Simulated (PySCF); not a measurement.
Consider dimethyl disulfide, `CSSC` (C2H6S2). Optimised structure (Å), atoms numbered from 1:
```
C     1.8620   -0.0496   -0.1979
S     0.8615    0.2614    1.2810
S    -0.7604    1.2676    0.5140
C    -1.8666   -0.0835    0.0292
H     2.7728   -0.5612    0.1488
H     2.1403    0.8938   -0.6867
H     1.3374   -0.7035   -0.9087
H    -1.4357   -0.6875   -0.7817
H    -2.1046   -0.7216    0.8909
H    -2.7893    0.3931   -0.3353
```

Level of theory: ωB97X-D3(BJ)/ma-def2-TZVP single points in PySCF, grid level 2; every species was optimised with PBE0-D3(BJ)/def2-SVP. ωB97X-D3(BJ) is ωB97X-V with D3(BJ) in place of VV10. Thermal corrections: PBE0-D3(BJ)/def2-SVP frequencies, unscaled, ideal gas at 298.15 K and 1 bar, quasi-RRHO entropy.

Q: What are the vertical and the adiabatic ionisation energy for forming the radical cation?

A: 9.05 eV vertical and 8.25 eV adiabatic, the latter with zero-point energy.

Q: Where does the unpaired spin of the relaxed radical cation sit?

A: S2 (sulfide sulfur) 0.49, S3 (sulfide sulfur) 0.49 (intrinsic atomic orbital populations).

Q: What oxidation potential follows in acetonitrile (IEF-PCM), given that Fc+/Fc comes at 4.54 V absolute with this functional and basis?

A: In the gas phase ΔG of oxidation is 8.233 eV, and solvation is -15.6 kJ/mol for the parent and -237.8 kJ/mol for the product, so the absolute potential is 5.93 V, or 1.39 V against Fc+/Fc. Fc+/Fc in acetonitrile, 4.54 V, is ωB97X-D3(BJ)/ma-def2-TZVP on PBE0-D3(BJ)/def2-SVP structures with GFN2-xTB thermal terms. Benchmark calculations put it near 5.0 V in acetonitrile and DMSO, so it is about 0.5 V low, and the value against it can read up to that much too high. The solvent is electrostatics only, on gas-phase structures; the absolute scale refers to an electron at rest in vacuum.

Q: How far is −ε(HOMO) from the vertical value by ΔSCF?

A: −ε(HOMO) = 9.18 eV, which is 0.12 eV above the ΔSCF value.

Differences come from unrounded values, so a last digit can differ from that of the printed terms.
